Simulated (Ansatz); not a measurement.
Ansatz (a first-principles code) input (CCSD(T)/aug-cc-pV(D+d)Z):
A basis named .json is the Basis Set Exchange file of that set.

Ansatz 0.2 input:
```yaml
crystal:
  periodic: [false, false, false]
  atoms:
    - {symbol: S, position_ang: [-0.00000000, -0.00000000, -0.07936290]}
    - {symbol: H, position_ang: [0.00000000, 0.00000000, 1.26980637]}
basis:
  gaussian:
    orbitals: aug-cc-pV_D+d_Z.json
total_charge: -1
magnetization: {spin_polarized: false}
correlation: {method: ccsd_t, electrons: outside_noble_gas}
output: {forces: true}
```

Output:

```
Functional definition: HF
integrals: 0.01 GiB planned
398 factors; integrals over basis functions are off by at most 4.1e-4 eV
mean field: 0.07 GiB planned
mean field evaluation 1: about -10833.3345 eV, gradient 1.1e1 eV
mean field evaluation 2: about -10833.3353 eV, gradient 1.1e1 eV
mean field evaluation 4: about -10833.8124 eV, gradient 1.0e0 eV
mean field evaluation 8: about -10833.8209 eV, gradient 6.1e-4 eV
mean field evaluation 16: about -10833.8209 eV, gradient 1.1e-6 eV
mean field -10833.82086550 eV, -398.1355733797 hartree, gradient 1.1e-6 eV, S^2 0.000000; 0 other end points of the search recorded, 0 dependent functions left out
5 core orbitals not correlated
reference -10833.82086550 eV, -398.1355733797 hartree; 4, 4 occupied and 32, 32 virtual orbitals, 398 factors
densities: 0.07 GiB planned
second order -4.39575212 eV of doubles, -0.00000000 eV of singles
coupled cluster: 0.06 GiB planned
cycle   1  -4.74711455 eV  change   -3.5e-1 eV  update   5.0e-2
cycle   2  -4.86225756 eV  change   -1.2e-1 eV  update   1.6e-2
cycle   3  -4.88126000 eV  change   -1.9e-2 eV  update   6.0e-3
cycle   4  -4.88045839 eV  change    8.0e-4 eV  update   1.4e-3
cycle   5  -4.87986897 eV  change    5.9e-4 eV  update   4.1e-4
cycle   6  -4.87976329 eV  change    1.1e-4 eV  update   1.3e-4
cycle   7  -4.87976262 eV  change    6.6e-7 eV  update   3.8e-5
cycle   8  -4.87976950 eV  change   -6.9e-6 eV  update   1.1e-5
cycle   9  -4.87976709 eV  change    2.4e-6 eV  update   3.1e-6
perturbative correction -0.16753236 eV, -0.0061567007 hartree
the calculation of the forces begins
Total energy: -10838.86816495 eV, -398.3210582133 hartree
Atom 0 at    -0.000000    -0.000000    -0.079363 Å, force    -0.000000    -0.000000    -0.225575 eV/Å
Atom 1 at     0.000000     0.000000     1.269806 Å, force     0.000000     0.000000     0.225575 eV/Å
Dipole moment:     0.000000    -0.000000     0.117393 e Å
```
